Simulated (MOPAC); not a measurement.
MOPAC input (PM3):

```
PM3 PRECISE GNORM=0.05 LET XYZ GEO-OK AUX(PRECISION=9) THREADS=1
HClO

O     0.02204159 1    1.10436371 1   -0.00118827 1
H    -0.92327012 1    1.31460394 1    0.01604549 1
Cl    0.04393750 1   -0.59703021 1   -0.00038467 1
```

From the last part of the output:

```
                                                       MOPAC v23.2.5 Linux

          FINAL HEAT OF FORMATION =        -34.30115 KCAL/MOL =    -143.51602 KJ/MOL

          COSMO AREA              =         67.67 SQUARE ANGSTROMS
          COSMO VOLUME            =         49.38 CUBIC ANGSTROMS

          GRADIENT NORM           =          0.04694          =       0.02710 PER ATOM
          IONIZATION POTENTIAL    =         10.500631 EV
          HOMO LUMO ENERGIES (EV) =        -10.501  0.442
          NO. OF FILLED LEVELS    =          7
          MOLECULAR WEIGHT        =         52.4603         POINT GROUP:  Cs

          MOLECULAR DIMENSIONS (Angstroms)

            Atom       Atom       Distance
           Cl     3    H     2     2.15162
            H     2    O     1     0.72693
            O     1    H     2     0.00000

          SCF CALCULATIONS        =          7

   ATOM   CHEMICAL          X               Y               Z
  NUMBER   SYMBOL      (ANGSTROMS)     (ANGSTROMS)     (ANGSTROMS)

     1       O          0.01501829  *   1.10652515  *  -0.00106065  *
     2       H         -0.90481951  *   1.32932399  *   0.01569578  *
     3      Cl          0.04554465  *  -0.60096415  *  -0.00041143  *

                             CARTESIAN COORDINATES

   1    O        0.015018289     1.106525147    -0.001060655
   2    H       -0.904819514     1.329323986     0.015695776
   3   Cl        0.045544645    -0.600964155    -0.000411434

           Empirical Formula: H O Cl  =     3 atoms

      MOLECULAR POINT GROUP   :   Cs

                  EIGENVALUES
 -54.35873 -34.48075 -17.33610 -15.03219 -13.80212 -10.77561 -10.50063   0.44236
   4.27899

              NET ATOMIC CHARGES AND DIPOLE CONTRIBUTIONS

  ATOM NO.   TYPE          CHARGE      No. of ELECS.   s-Pop       p-Pop
    1          O          -0.318988        6.3190     1.85435     4.46463
    2          H           0.198005        0.8020     0.80199
    3         Cl           0.120982        6.8790     1.98802     4.89100
 DIPOLE           X         Y         Z       TOTAL
 POINT-CHG.    -0.857    -0.780     0.016     1.159
 HYBRID        -0.623     0.258     0.011     0.674
 SUM           -1.480    -0.523     0.028     1.570

          ATOMIC ORBITAL ELECTRON POPULATIONS

     Atom    s        px        py        pz
    1  O   1.85435   1.32827   1.13659   1.99977
    2  H   0.80199
    3 Cl   1.98802   1.99642   0.89458   2.00000

 **********************
 *                    *
 * JOB ENDED NORMALLY *
 *                    *
 **********************

 == MOPAC DONE ==
```

The geometry given is a B3LYP-D3(BJ)/def2-TZVP minimum.
